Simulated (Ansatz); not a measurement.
We consider trigonal Te, described by r²SCAN (Ansatz, a first-principles code, PAW).

Run with plane-wave cutoff 600 eV, 12×12×6 k mesh (along the axes of the cell as run), finite displacements, scalar-relativistic PAW data made under PBE.

The cell has the measured lattice parameters. Conventional cell: a = 4.4511 Å, b = 4.4511 Å, c = 5.9262 Å, α = 90.00°, β = 90.00°, γ = 120.00°.

```
Te
1.0
    4.45110     0.00000     0.00000
   -2.22555     3.85477     0.00000
    0.00000     0.00000     5.92620
Te
3
Direct
  0.00000   0.26600   0.66667
  0.73400   0.73400   0.00000
  0.26600   0.00000   0.33333
```

Harmonic phonon frequencies (cm⁻¹; i marks an imaginary mode):

| q point | frequencies |
|---|---|
| Γ | 0 0 0 89 89 90 118 138 138 |
| M | 43 49 55 74 90 93 130 139 148 |
| A | 34 53 53 78 90 90 142 142 150 |

No imaginary mode appears at these points.

Note: the cell isn't this level's own, so it is under some stress, which shifts stiffness and frequencies.
